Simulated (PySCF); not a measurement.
# BN: mean field, correlation and small terms against distance

State: ³Π, triplet, unpaired electrons σ ↑, π ↑. ROHF-based CCSD(T) in PySCF 2.14 with B cc-pVTZ, N cc-pVTZ and B cc-pVQZ, N cc-pVQZ (frozen core orbitals: 2; no relativity). Correlation energies are extrapolated as n⁻³ (n = 3, 4), Hartree–Fock as (n+1)·exp(−9√n). CV is the change on freezing 0 orbitals instead, in B cc-pwCVTZ, N cc-pwCVTZ. SR is the spin-free X2C energy in B cc-pVTZ-DK, N cc-pVTZ-DK less the non-relativistic one in B cc-pVTZ, N cc-pVTZ. All energies in eV from B + N.

```
 R (Å)  HF/CBS  CCSD corr.      (T)       CV      SR   total
1.1634  -1.724      -1.597  -0.1822  -0.0802  0.0035  -3.580
1.2163  -2.210      -1.681  -0.2082  -0.0655  0.0045  -4.160
1.2692  -2.396      -1.774  -0.2375  -0.0529  0.0051  -4.455
1.3221  -2.360      -1.874  -0.2700  -0.0420  0.0055  -4.541
1.3749  -2.164      -1.980  -0.3053  -0.0327  0.0056  -4.476
1.4410  -1.763      -2.118  -0.3520  -0.0229  0.0055  -4.251
1.5071  -1.258      -2.258  -0.3983  -0.0148  0.0052  -3.924
```

A fit to the total gives Re = 1.3228 Å, De = 4.541 eV, ωe = 1534.0 cm⁻¹, Be = 1.563 cm⁻¹ (masses 11.0093 and 14.0031 u).

Problem. At R = 1.3221 Å the CCSD correlation energy is -0.243749 hartree in the smaller basis and -0.257207 in the larger. Extrapolate it.

Solution. (4³·E4 − 3³·E3)/(4³ − 3³) = -0.26703 hartree; the larger basis holds 96.3 % of it.

The T1 diagnostic is 0.038, large enough to doubt a single reference. The state was picked by a PBE0 search and need not be the measured ground state. Spin–orbit coupling, excitations beyond (T) and corrections to the Born–Oppenheimer picture are left out.
